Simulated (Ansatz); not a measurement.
# FH4PSi, SMILES F[SiH2]P: a composite energy at a relaxed geometry

With the Python package of Ansatz (0.2.0).

Run as a notebook:

```python
import itertools

import ansatz as az
from ase import Atoms
from ase.data import atomic_numbers, covalent_radii
import numpy as np

atoms = Atoms(["F", "Si", "P", "H", "H", "H", "H"], positions=[
    (-2.0339, -0.0289, 0.2642),
    (-0.6698, -0.2229, -0.4582),
    (0.8804, -0.2486, 1.0792),
    (-0.6013, -1.5008, -1.1908),
    (-0.3873, 0.891, -1.4099),
    (0.8313, 1.1322, 1.4435),
    (2.0419, -0.09, 0.2264),
])
system = az.Crystal.molecule_from_ase(atoms)

model = (
    system.calculation()
    .basis(gaussian="def2-SVP")
    .functional("r2scan", dispersion="d4")
)
symbols = [site.symbol for site in system.cartesian_sites]
start = np.array([site.position_ang for site in system.cartesian_sites], dtype=float)
data = model.relax(force_tolerance=0.01).run(threads=1).report
end = np.array(data["positions_ang"])
radius = [covalent_radii[atomic_numbers[s]] for s in symbols]
span = lambda where, i, j: np.linalg.norm(where[i] - where[j])
bonded = [(i, j) for i, j in itertools.combinations(range(len(symbols)), 2) if min(span(start, i, j), span(end, i, j)) < 1.2 * (radius[i] + radius[j])]
print("pair        before    after (A)")
for i, j in bonded:
    print(f"{symbols[i]}{i}-{symbols[j]}{j}".ljust(10), f"{span(start, i, j):8.4f} {span(end, i, j):8.4f}")
```

    pair        before    after (A)
    F0-Si1       1.5557   1.6285
    Si1-P2       2.1834   2.2575
    Si1-H3       1.4746   1.4903
    Si1-H4       1.4921   1.4903
    P2-H5        1.4289   1.4298
    P2-H6        1.4497   1.4324

```python
minimum = az.Crystal.molecule()
for symbol, place in zip(symbols, end):
    minimum = minimum.atom(symbol, place.tolist())
at_minimum = minimum.calculation()
level = lambda method, basis: at_minimum.basis(gaussian=basis).correlation(method).run(threads=1).report
small, large, cluster = level("mp2", "cc-pVDZ"), level("mp2", "cc-pVTZ"), level("ccsd_t", "cc-pVDZ")
corr = lambda each: (each["free_energy_ev"] - each["reference_energy_ev"]) / 27.211386246
mp2_limit = (27 * corr(large) - 8 * corr(small)) / 19
pieces = {"HF / cc-pVTZ": large["reference_energy_ev"] / 27.211386246, "MP2 correlation, DZ-TZ limit": mp2_limit, "CCSD(T) - MP2 / cc-pVDZ": corr(cluster) - corr(small)}
for name, value in pieces.items():
    print(f"{name:32s} {value:14.6f} Ha")
print(f"{'sum':32s} {sum(pieces.values()):14.6f} Ha")
print("T1 diagnostic", round(cluster["correlation"]["coupled_cluster"]["t1_diagnostic"], 4))
```

    HF / cc-pVTZ                        -731.567682 Ha
    MP2 correlation, DZ-TZ limit          -0.586753 Ha
    CCSD(T) - MP2 / cc-pVDZ               -0.051292 Ha
    sum                                 -732.205727 Ha
    T1 diagnostic 0.0124

Reading the output:
- Total energies depend on the basis set; only differences at equal settings carry meaning.
- The sum leaves out core correlation, relativity, the Hartree-Fock basis error and zero-point energy; a DZ-TZ extrapolation is rough.
- Inner cores stay frozen, so this is valence correlation.
- For Al to Cl the sets with a tight d function, cc-pV(X+d)Z, are usual.
- Timing: 31 s on 1 thread of Arm Neoverse V2, with other jobs on the host, peak memory 0.32 GiB.
